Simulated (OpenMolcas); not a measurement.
# Which level was it?

BCl2 has 3 atoms, charge 0, and is taken as a doublet. As SMILES, `Cl[B]Cl`. The coordinates come from a PBE0-D4/def2-TZVP relaxation.

```csv
atom,x (Å),y (Å),z (Å)
Cl,0.3715,-1.5256,0.0300
B,-0.4639,-0.0503,-0.2569
Cl,0.0815,1.5111,0.2137
```

A calculation with OpenMolcas 26.06 gave:

```json
{
  "total energy": "-933.5313 Eh",
  "dipole moment": "1.09 D",
  "HOMO energy": "-8.70 eV",
  "LUMO energy": "4.73 eV",
  "⟨S²⟩": "0.754",
  "largest force": "1.554 eV/Å"
}
```

Q: Which of these levels gave the numbers?
A. HF/3-21G
B. HF/STO-3G
C. B3LYP/6-31G* (Cartesian functions)
D. TPSS/def2-TZVP

A: B. The others give -945.2447 Eh (B3LYP/6-31G* (Cartesian functions)), -945.3361 Eh (TPSS/def2-TZVP), -939.1347 Eh (HF/3-21G).
